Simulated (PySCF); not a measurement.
Two-dimensional NMR puzzle

Compound of formula C₅H₁₂O. Correlations simulated from computed shifts and couplings:

HSQC (one-bond C–H):
```csv
δH,δC,"1J(C,H) (Hz)"
3.51,78.2,146
0.90,27.1,131
```

HMBC (two and three bonds, |J| ≥ 2.5 Hz):
```csv
δH,δC [abs. J in Hz]
3.51,27.1 [3.5]
0.90,"78.2 [4.8], 35.1 [3.3], 27.1 [5.0]"
```

Carbons without hydrogens: δ 35.1.

PySCF 2.14 calculation with GIAO PBE0/pcSseg-1 shieldings, J: B3LYP/pcJ-1 (without the spin–dipole term) and structure optimised with GFN2-xTB; single conformer, gas phase, fast rotation and ring inversion assumed for equivalent nuclei, no relativistic terms.

References, each an isolated molecule treated in the same way: 1H and 13C vs TMS.

Exchangeable hydrogens are left out of these lists, and C,H couplings along chains are those of one rotamer, so weak HMBC peaks may be missing or extra.

Which molecule is this?

Results:

neopentyl alcohol (SMILES CC(C)(C)CO).

Structure with atom numbers: `[CH3:1][C:2]([CH3:3])([CH3:4])[CH2:5][OH:6]` (H(Xn): hydrogen on atom n).

δC 78.2 is C5, an sp3 CH2 bonded to O (δH 3.51). δC 35.1 is C2, a quaternary sp3 carbon. δC 27.1 is C1/C3/C4, a methyl carbon (δH 0.90). HMBC from δH 0.90 reaches the proton-free carbon C2.

This is the structure that produced the data.

The OH or NH signal is concentration- and solvent-dependent in practice; the value given is the gas-phase one. Shifts are as computed. Against solution values, carbons near 30 ppm lie about +3 ppm off and those near 130 ppm about +5 ppm. Of 1211 compounds with measured shifts, 218 miss one by over three times the rms of a fit or turn the order of signals round; such compounds aren't used in these exercises.
